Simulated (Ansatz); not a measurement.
## Loss of CH4: C4H6O2 → C3H2O2 + CH4

Species: C4H6O2 (allyl formate) `C=CCOC=O`, singlet; C3H2O2 `C#COC=O`, singlet; CH4 (methane) `C`, singlet. 

Shapes, held fixed at every level: PBE0-D4/def2-TZVP. Flexible molecules stand in one conformer, not always the lowest. Programs: Ansatz 0.2.0. Electronic energies: no zero-point or thermal term.

| level | kind | ΔE (kJ/mol) | less CCSD(T)/CBS estimate |
| --- | --- | --- | --- |
| HF/def2-TZVPP | Hartree–Fock | +186.7 | -10.1 |
| SPW92/def2-TZVPP | LDA | +227.8 | +31.0 |
| PBE-D4/def2-TZVPP | GGA | +196.3 | -0.5 |
| r2SCAN-D4/def2-TZVPP | meta-GGA | +200.8 | +4.0 |
| r2SCAN0-D4/def2-TZVPP | global hybrid | +210.2 | +13.4 |
| B2PLYP/def2-TZVPP | double hybrid | +182.8 | -14.0 |
| CCSD/def2-TZVPP | coupled cluster or CI | +195.3 | -1.5 |
| CCSD(T)/CBS estimate | coupled cluster or CI | +196.8 | 0.0 |

The highest level, CCSD(T)/CBS estimate, gives ΔE = +196.8 kJ/mol; the levels span +182.8 to +227.8. The column of differences is taken from that level and isn't an error. No measured value is set beside it here. The CBS estimate extrapolates MP2 from def2-TZVPP and def2-QZVPP and adds CCSD(T) − MP2 in the triple-zeta set, cores frozen.
